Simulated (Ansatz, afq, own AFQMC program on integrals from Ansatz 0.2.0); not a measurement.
AFQMC on a folder of integrals that Ansatz 0.2.0 wrote.

```yaml
crystal:
  periodic: [false, false, false]
  atoms:
    - {symbol: B, position_ang: [-1.400596, 0.030718, 0.000000]}
    - {symbol: H, position_ang: [-1.997329, 1.064290, 0.000000]}
    - {symbol: H, position_ang: [-1.997329, -1.002853, 0.000000]}
    - {symbol: H, position_ang: [-0.207130, 0.030718, 0.000000]}
    - {symbol: O, position_ang: [1.124404, 0.030718, 0.000000]}
    - {symbol: H, position_ang: [1.376263, -0.909232, 0.000000]}
basis:
  gaussian: {orbitals: cc-pVTZ}
magnetization: {spin_polarized: true, initial_magnetization: 1}
correlation: {method: ccsd_t, electrons: outside_noble_gas, hamiltonian_folder: ham}
```

```sh
$ ansatz run in.yaml --threads 1 --pin off --events-out ev --progress --plain --max-ram 16896MiB --backend cuda --devices 0, --max-vram 18GiB
```

afq runs on the folder ham with

```
--method phaseless --trial cisd --walkers 600 --populations 10 --least-time 60 --time-step 0.005 --steps-per-block 50 --equilibration-blocks 28 --max-blocks 4000 --target-error 0.00021 --factor-cut 1e-05 --start spin_pure --seed 207 --release-times 0.24,0.51,0.99,1.62,2.4 --release-step 0.03 --release-every 3 --taylor-order 6
```

Times are imaginary, in 1/Eh. The walk had a cap of 230 s. With eight or more populations the least sampling time is a fifth of least-time, and the error comes from their spread.

afq prints:

```
orbitals 114  electrons 7 6  factors 666 of 666
reference energy -101.77972016 Eh
CCSD correlation -0.37327766 Eh in 14 cycles, weight of the determinant in the CISD state 0.8747
energy of the start -102.152061 Eh
 block  time / (1/Eh)  mean weight  energy / Eh
     1     0.250  1.0004  -102.150185
     2     0.500  1.0020  -102.155113
     3     0.750  0.9998  -102.157550
     4     1.000  0.9994  -102.159506
     5     1.250  1.0015  -102.159911
     7     1.750  1.0004  -102.166151
     9     2.250  1.0005  -102.164860
    13     3.250  0.9999  -102.163317
    25     6.250  0.9994  -102.164657
    37     9.250  0.9992  -102.161062
    49    12.250  1.0001  -102.160945
    61    15.250  1.0008  -102.164409
    73    18.250  0.9991  -102.165206
    85    21.250  0.9999  -102.162581
    97    24.250  1.0004  -102.168048
   109    27.250  1.0002  -102.163809
   121    30.250  1.0002  -102.165244
   133    33.250  1.0006  -102.162844
   145    36.250  1.0001  -102.163795
   157    39.250  0.9990  -102.160487
   169    42.250  0.9999  -102.165313
   181    45.250  1.0012  -102.160811
   193    48.250  1.0003  -102.164209
   205    51.250  1.0009  -102.165390
   217    54.250  1.0002  -102.165924
   229    57.250  0.9990  -102.164064
   241    60.250  1.0001  -102.163723
   247    61.750  0.9998  -102.164109
error from the spread of 10 populations
released: time / (1/Eh)  energy / Eh  error  mean overlap
  0.24  -102.164750  0.000232  1.0020
  0.51  -102.165107  0.000278  0.9966
  0.99  -102.165102  0.000182  0.9986
  1.62  -102.165655  0.000360  0.9870
  2.40  -102.165432  0.000454  0.9853
energy -102.164473 +/- 0.000296 Eh
(rows thinned)
```

The run passed its tests (sampling time, drift between the halves within three errors, error under three times the target), which doesn't prove that it has relaxed, ending at its cap on processor time.

Against this walk (error 8.0 meV) on the same determinant: CCSD(T) 14.4 meV higher (within the noise). The error is statistical and leaves out the bias of the constraint. Released to 2.40 1/Eh the energy moves by -26 ± 15 meV (both errors), within twice the noise.

Cautions: constraint bias not in the error; error above the target (8.0 against 5.7 meV).

The walk took 3.8 min on 1 × NVIDIA H100 80GB HBM3 with 2 threads of AMD EPYC 7R13 Processor (Zen 3) (shared host) (the card was shared). The log's last line is the phaseless energy.

A walk keeps the symmetry of its determinant, which the program's search chose and which needn't be the lowest solution, so a lower state of the same spin and another symmetry isn't excluded.
